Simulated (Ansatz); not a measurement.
# AlFH2: a dynamics run in two tries

Wanted: a short trajectory, and a check that the input is sound.

Program: Ansatz 0.2.0. Level of theory: RKS LDA/6-31G. These are calculated values, not measurements.

### 1 The system as given

Bond lengths: Al1–F2 1.713 Å, Al1–H3 1.631 Å, Al1–H4 1.584 Å. Angles: F2–Al1–H3 119.1°, F2–Al1–H4 118.4°, H3–Al1–H4 122.5°.

Structure file:

```xyz
4

Al   -0.0012    0.0001   -0.0324
F    -0.0032    0.0001    1.6807
H     1.4246   -0.0007   -0.8246
H    -1.3937   -0.0008   -0.7875
```

### 2 First attempt

input.yaml

```yaml
crystal:
  periodic: [false, false, false]
  atoms:
    - { symbol: Al, position_ang: [-0.001172, 6.4e-05, -0.032363] }
    - { symbol: F, position_ang: [-0.00324, 0.000147, 1.680679] }
    - { symbol: H, position_ang: [1.424553, -0.00073, -0.824647] }
    - { symbol: H, position_ang: [-1.393657, -0.000766, -0.787484] }
basis:
  gaussian: { orbitals: "6-31G" }
hamiltonian:
  xc: lda
md:
  timestep: 0.5
  n_steps: 25
  ensemble: nve_milne
  temperature: 300.0
  initial_velocities: maxwell_boltzmann
  seed: 67703
  masses: [{ species: H, mass: 3.016 }]
  dt: 0.5
```

Launch:

```bash
> ansatz run input.yaml --threads 1 --pin off --max-ram 2048MiB --backend cpu --events-out ev --progress --plain --runs-dir out
```

Q: Predict the outcome of this session. Wanted: first try.

**Answer**, as computed:

| quantity | value |
| --- | --- |
| first try | refused |
| cause | one key bears a name from other programs (dt, n_images) that this one doesn't know |

The fault in the first input was caught at the input check and cost nothing.
